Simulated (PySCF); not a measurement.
Gas-phase reaction: BCl + 2 H ⇌ BH2Cl

Method: PySCF energies (xtb for GFN2) plus ideal-gas RRHO corrections (1 bar). † marks an energy on the PBE0/def2-TZVP geometry and frequencies; other levels use their own. MP2 and CCSD(T) freeze the core. 6-31G* has spherical d functions here. Open shells (unrestricted): H (multiplicity 2); the rest are closed-shell singlets. GFN2 has no spin-polarisation term. B3LYP is the form with VWN-RPA correlation. BH2Cl: computed as isolated molecules; such fragments, hydroxides, amides, oligomers or adducts are transient or little studied in the gas. MP2 isn't extrapolated to the basis-set limit. CCSD(T) isn't extrapolated to the basis-set limit.

```csv
level,"ΔH°(298 K), kJ"
B3LYP/6-31G*,[?]
B3LYP/def2-TZVP†,-710
CCSD(T)/def2-SVP†,-668
CCSD(T)/def2-TZVPP†,[?]
GFN2-xTB,-847
MP2/def2-SVP†,[?]
PBE/def2-SVP,-691
PBE0/def2-SVP†,[?]
ωB97M-V/def2-TZVP†,-696
```

**Question.** Some entries are withheld; supply them.

**Answer.** 
- B3LYP/6-31G*, ΔH°(298 K), kJ: -723
- CCSD(T)/def2-TZVPP†, ΔH°(298 K), kJ: -685
- MP2/def2-SVP†, ΔH°(298 K), kJ: -672
- PBE0/def2-SVP†, ΔH°(298 K), kJ: -702
